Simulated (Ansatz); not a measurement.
# Al2Si+ (quartet): the correlation ladder, cc-pVTZ

One table from this session's results is given with a row withheld; the runs are named, their logs left out.

The runs use Ansatz 0.2.0, Gaussian basis; cc-pVTZ, core rule «outside noble gas», up to 15 orbitals frozen.

The runs, in order: UHF; CCSD(T) on ROHF; CCSD(T) on UHF; BCCD(T) on ROHF; CCSDT(Q) on ROHF; CCSDT(Q) on UHF; CASSCF and MRCISD+Q, 9 electrons in 12 orbitals; CASSCF and NEVPT2, 9 electrons in 12 orbitals.

6 further runs of the same task are left out: 6 set aside as unsound or not needed.

**The geometry**

The geometry is a PBE0/def2-TZVP stationary point (not a proven minimum) of the parent state, kept for this charge and spin.

3 atoms, charge 1, spin multiplicity 4.

Atoms are counted from 1 here; the program's logs count them from 0.

Bond lengths: Al1–Si2 2.527 Å, Si2–Al3 2.527 Å. Angles: Al1–Si2–Al3 180.0°.

The first run:

in.yaml reads:

```yaml
crystal:
  periodic: [false, false, false]
  atoms:
    - {symbol: Al, position_ang: [0.000000, 0.000000, 2.527200]}
    - {symbol: Si, position_ang: [0.000000, 0.000000, 0.000000]}
    - {symbol: Al, position_ang: [0.000000, 0.000000, -2.527200]}
basis:
  gaussian: {orbitals: cc-pVTZ}
total_charge: 1
magnetization: {spin_polarized: true, initial_magnetization: 3}
hamiltonian: {xc: hf}
output: {orbitals: {seedname: orbitals}}
```

Launch:

```sh
ansatz run in.yaml --threads 1 --pin off --events-out ev --progress --plain --max-ram 2816MiB --backend cpu
```

Among the steps run: UHF; CCSD(T) on ROHF; CCSD(T) on UHF; BCCD(T) on ROHF; CCSDT(Q) on ROHF; CCSDT(Q) on UHF; CASSCF and MRCISD+Q, 9 electrons in 12 orbitals; CASSCF and NEVPT2, 9 electrons in 12 orbitals.

One of the session's tables, all rows but one given; the rest of the session is left out.

It belongs to the step «Misses and costs». 

| method | from UCCSDT(Q) (kJ/mol) |
| --- | --- |
| ROHF | +572.0 |
| UHF | +555.4 |
| RMP2 | +128.7 |
| UMP2 | +133.1 |
| RCCSD | +40.7 |
| UCCSD | +40.1 |
| RCCSD(T) | +8.4 |
| UCCSD(T) | +8.5 |
| BCCD(T) | +8.3 |
| RCCSDT | +2.9 |
| UCCSDT | +2.8 |
| RCCSDT(Q) | +0.3 |
| UCCSDT(Q) | 0 |
| CASSCF valence | +327.3 |
| NEVPT2 valence | ? |
| MRCISD valence | +28.8 |
| MRCISD+Q valence | +2.2 |

Estimate the missing values for NEVPT2 valence.

As computed: from UCCSDT(Q) (kJ/mol): +74.6. In the column «from UCCSDT(Q) (kJ/mol)» it lies between RCCSD (+40.7) and RMP2 (+128.7).

To keep in mind: Restricted and unrestricted rows rest on different reference determinants; where their highest levels disagree by more than a few hundredths of an eV, they describe different states and don't form one ladder.
